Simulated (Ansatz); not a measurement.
System: fluorite CeO2. Method: PBEsol (Ansatz, a first-principles code, PAW).

Settings: plane-wave cutoff 520 eV, 8×8×8 k mesh, perturbation theory, no spin polarisation, scalar-relativistic PAW data made under PBE.

Computed at the level's own relaxed cell.

```xyz
3
Lattice="0.0000 2.6989 2.6989 2.6989 0.0000 2.6989 2.6989 2.6989 0.0000" Properties=species:S:1:pos:R:3 pbc="T T T"
Ce     0.0000     0.0000     0.0000
O      1.3494     1.3494     1.3494
O      4.0483     4.0483     4.0483
```

Harmonic phonon frequencies (cm⁻¹; i marks an imaginary mode; at Γ without the LO shift):

```json
[
 {"q point": "Γ", "frequencies": "0 0 0 276 276 276 434 434 434"},
 {"q point": "X", "frequencies": "134 134 177 232 232 258 438 438 572"},
 {"q point": "U", "frequencies": "130 169 191 215 273 280 417 444 558"},
 {"q point": "L", "frequencies": "116 116 209 339 339 371 371 401 506"}
]
```

Measured, for comparison: zone-centre TO phonon frequency 272 cm⁻¹ (temperature not stated, no zero-point or thermal correction; as tabulated in SRNL-STI-2020-00011).

No imaginary mode appears at these points.
